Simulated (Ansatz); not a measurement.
Two structures, one formula

Two relaxed structures of CH5AlN (charge -1), singlet (PBE0-D4/def2-TZVPD; forces vanish, vibrations not checked).

A:

```xyz
8
angstrom
C -0.7508 0.7783 -0.3668
Al 0.9444 -0.3441 -0.0994
N 0.3128 -1.5293 1.1633
H -0.5641 1.8277 -0.0952
H -1.6057 0.4230 0.2312
H -1.0571 0.7849 -1.4226
H -0.6264 -1.5360 1.5464
H 0.8582 -2.2704 1.5777
```

B:

```csv
atom,x (Å),y (Å),z (Å)
C1,-0.7953,0.8928,-0.4470
Al2,0.6390,-0.3870,0.1016
N3,0.3056,-1.6721,1.2059
H4,-0.5349,1.9273,-0.1873
H5,-1.7468,0.6519,0.0389
H6,-0.9566,0.8782,-1.5330
H7,2.0448,0.0245,-0.6576
H8,1.0442,-2.3155,1.4785
```

Program: Ansatz 0.2.0. Basis: def2-TZVPPD. Cores are frozen in the correlated methods. B3LYP uses VWN-RPA correlation.

(1) Which structure is lower at CCSD(T), and by how much? (An estimate is asked for; the value comes from the calculation.)

No T1 diagnostic of these runs exceeds 0.017. The restricted Hartree–Fock reference is unstable towards an unrestricted one at one or more of these structures.

## Answers

(1) Computed: A, by 36.5 kJ/mol (electronic energy, against the other). By their contacts, A is CH₅AlN ([CH3][Al][NH2]), total charge -1 and B is CH₅AlN ([CH3][AlH][NH]), total charge -1.

All methods give the same order:

| method | E(B) − E(A) (kJ/mol) |
| --- | --- |
| PBE-D4 | 38.2 |
| r2SCAN-D4 | 28.5 |
| PBE0-D4 | 45.5 |
| B3LYP-D4 | 35.4 |
| wB97M-V | 37.5 |
| HF | 57.2 |
| MP2 | 22.4 |
| CCSD | 41.5 |
| CCSD(T) | 36.5 |

Labels in which every atom is bracketed show which atoms are joined, not bond orders.

For scale, one of the runs: CCSD(T)/def2-TZVPPD, 207 basis functions, launched by `ansatz run in.yaml --threads 2 --pin off --events-out ev --progress --plain --max-ram 4352MiB`. The run took 39 s on 2 CPU threads of an Intel Xeon Platinum 8259CL (shared host), with 2.7 GiB of host memory at its peak.
